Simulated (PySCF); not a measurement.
Level of theory: PBE-D3(BJ)/def2-TZVP // r2SCAN-D4/def2-TZVP in PySCF. Gas-phase values, no solvent. One relaxed conformer stands for a flexible species; it need not be the lowest. Excitations are Tamm–Dancoff values on a coarser integration grid. The basis has no diffuse functions, so Rydberg states are missing or too high.

Reference species (SMILES): `O=C1OC1` (neutral, multiplicity 1).

The T1 excitation (TDA) is 5.12 eV and the S1 excitation (TDA) is 5.69 eV. The HOMO–LUMO gap is 5.46 eV.

Changed species: `O=CC=O` (O–C–C–O torsion 180°).

### Question
Give the shifts of the T1 excitation (TDA), S1 excitation (TDA) and HOMO–LUMO gap.

### Answer
the T1 excitation (TDA) falls by 3.50 eV, to 1.62 eV; the S1 excitation (TDA) falls by 3.48 eV, to 2.21 eV; the HOMO–LUMO gap falls by 3.50 eV, to 1.96 eV.
